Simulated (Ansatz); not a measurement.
**BN2 (quartet): the correlation ladder at a displaced geometry (v1), cc-pVDZ**

How much of the correlation energy of BN2 (quartet) does each wave-function method recover here?

Computed with Ansatz 0.2.0, Gaussian basis. Level: cc-pVDZ, core rule «outside noble gas», up to 3 orbitals frozen.

The runs, in order: UHF; CCSD(T) on ROHF; CCSD(T) on UHF; BCCD(T) on ROHF; CISD; CCSDT(Q) on ROHF; CCSDT(Q) on UHF.

36 further runs of the same task are left out: 12 for a known fault of the program, 12 that didn't finish, 12 set aside as unsound or not needed.

## (1) The system

The geometry is a PBE0/def2-TZVP stationary point (not a proven minimum) with its atoms shifted at random (size 0.040 Å).

3 atoms, charge 0, spin multiplicity 4.

Atoms are counted from 1 here; the program's logs count them from 0.

Bond lengths: B1–N2 1.325 Å, N2–N3 1.215 Å. Angles: B1–N2–N3 175.8°.

Geometry (Å):

```xyz
3
BN2
B    -0.0154   -0.0090    1.2876
N    -0.0163   -0.0252   -0.0377
N     0.0317    0.0342   -1.2499
```

## (2) UHF

The input, in.yaml:

```yaml
crystal:
  periodic: [false, false, false]
  atoms:
    - {symbol: B, position_ang: [-0.015433, -0.009008, 1.287640]}
    - {symbol: N, position_ang: [-0.016266, -0.025151, -0.037713]}
    - {symbol: N, position_ang: [0.031698, 0.034159, -1.249927]}
basis:
  gaussian: {orbitals: cc-pVDZ}
magnetization: {spin_polarized: true, initial_magnetization: 3}
hamiltonian: {xc: hf}
output: {orbitals: {seedname: orbitals}}
```

On the command line:

```sh
> ansatz run in.yaml --threads 1 --pin off --events-out ev --progress --plain --max-ram 2393MiB
```

Further steps of the session: CCSD(T) on ROHF; CCSD(T) on UHF; BCCD(T) on ROHF; CISD; CCSDT(Q) on ROHF; CCSDT(Q) on UHF.

Before running them: what should the planned runs give, taken together? Wanted: UCCSDT(Q) below the RHF energy; RMP2 from UCCSDT(Q); UMP2 from UCCSDT(Q); RCCSD from UCCSDT(Q); RCCSD(T) from UCCSDT(Q); UCCSD(T) from UCCSDT(Q); RCCSDT(Q) from UCCSDT(Q); T1 diagnostic.

As calculated:

| quantity | value |
| --- | --- |
| UCCSDT(Q) below the RHF energy | -10.8650 eV |
| RMP2 from UCCSDT(Q) | +828.4 meV |
| UMP2 from UCCSDT(Q) | +1388.4 meV |
| RCCSD from UCCSDT(Q) | +503.5 meV |
| RCCSD(T) from UCCSDT(Q) | +68.7 meV |
| UCCSD(T) from UCCSDT(Q) | +88.5 meV |
| RCCSDT(Q) from UCCSDT(Q) | +1.5 meV |
| levels within 1 kcal/mol (43 meV) | RCCSDT(Q) |
| T1 diagnostic | 0.054 |

**Reading.** RCCSD(T) lands +68.7 meV from the yardstick (0.6 % of the correlation energy). These misses are within one basis, not against nature; the frozen cores of restricted and unrestricted runs differ, which can shift their rows.
